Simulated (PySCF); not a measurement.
Coordinates in bohr (charge 1 multiplicity 1):
```
Cl    0.0000    0.0000   -0.6263
F     2.9991    0.0000    0.2878
F     0.0000    2.9991    0.2878
F    -2.9991    0.0000    0.2878
F     0.0000   -2.9991    0.2878
```

Method: PySCF, PBE, basis Cl def2-SVP, F def2-SVP (no relativity, density fitting).

This geometry of ClF₄⁺ is a stationary point at this level.

(1) What is the point group?

(2) Is it a minimum?

(3) List the harmonic modes with their infrared intensities.

(4) What are the dipole moment and the gap between the highest occupied and lowest empty levels?

Answers

(1) C4v.

(2) No: it has 1 imaginary mode, at 58i cm⁻¹ (b1).

(3) 
```csv
symmetry,ω (cm⁻¹),"IR (km/mol, summed over degenerate members)"
b1,58i,–
a1,432,15.5
e,433,16.6
b2,466,0.0
b1,515,0.0
a1,662,23.9
e,743,329
```

(4) 1.45 D about the centre of mass and 2.52 eV.

This need not be the most stable arrangement of these atoms. At this level a singlet minimum of C2v symmetry lies 11 kJ/mol below this structure.
